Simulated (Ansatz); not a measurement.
## Breaking a bond in PH3 (phosphine)

PH3: 4 atoms, total charge 0, spin state singlet. SMILES: `P`. The coordinates come from a PBE0-D4/def2-TZVP relaxation.

| atom | x (Å) | y (Å) | z (Å) |
| --- | --- | --- | --- |
| P | 0.3460 | -0.3265 | -0.3328 |
| H | 0.6309 | -0.0340 | 1.0270 |
| H | -1.0055 | -0.6630 | -0.0572 |
| H | 0.0287 | 1.0235 | -0.6369 |

The P1–H4 distance is scanned; the parts on either side stay rigid. Basis 3-21G, 5 core orbitals frozen in the correlated methods; program Ansatz 0.2.0. FCI is exact within this basis and core. Energies in eV from each method's value at 1.420 Å; methods without a U are spin-restricted. The shape above is that at 1.420 Å.

```
distance (Å)  PBE0  B3LYP  wB97X  wB97M-V  CCSD(T)   FCI
       1.420  0.00   0.00   0.00     0.00     0.00  0.00
       1.775  0.62   0.60   0.69     0.66     0.50  0.50
       2.130  1.79   1.72   1.95     1.87     1.42  1.42
       2.840  3.81   3.63   4.22     4.05     2.60  2.62
       3.549  4.99   4.73   5.72     5.48     2.85  2.92
```

Departure from the FCI curve at its largest: PBE0 +2.07 eV at 3.55 Å; B3LYP +1.81 eV at 3.55 Å; wB97X +2.80 eV at 3.55 Å; wB97M-V +2.56 eV at 3.55 Å; CCSD(T) -0.07 eV at 3.55 Å. Restricted functionals keep the electrons paired too, and rise too high.
